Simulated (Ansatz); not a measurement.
Molecule: trichloroborane, BCl3, charge 0, multiplicity 1. 
Geometry from a B3LYP-D3(BJ)/def2-TZVP (Ansatz, a program for electronic structure) optimisation:
SMILES: ClB(Cl)Cl
```xyz
4

B      0.0000     0.0000     0.0000
Cl     0.0051     1.7450    -0.0247
Cl     1.5085    -0.8773    -0.0189
Cl    -1.5136    -0.8677     0.0437
```
Charge 0, spin multiplicity 1.

Property: atomisation energy (electronic, to ground-state atoms), in kcal/mol. Valence correlation only, unless marked. UHF or UKS for open shells. No spin-orbit coupling. No relativistic terms. The coupled-cluster limit lacks core correlation, which all-electron functionals hold. Basis-set limits of correlation are two-point, X^-3; Hartree-Fock from the larger set.

```tsv
level	program	atomisation energy (kcal/mol)
PBE0/def2-QZVPP	Ansatz	(withheld)
CCSD(T)/CBS(cc-pV(T+d)Z,cc-pV(Q+d)Z)	Ansatz	(withheld)
```

**Question.** What belongs in the gaps?

**Answer.** 
- PBE0/def2-QZVPP, atomisation energy (kcal/mol): 329.1
- CCSD(T)/CBS(cc-pV(T+d)Z,cc-pV(Q+d)Z), atomisation energy (kcal/mol): 323.7
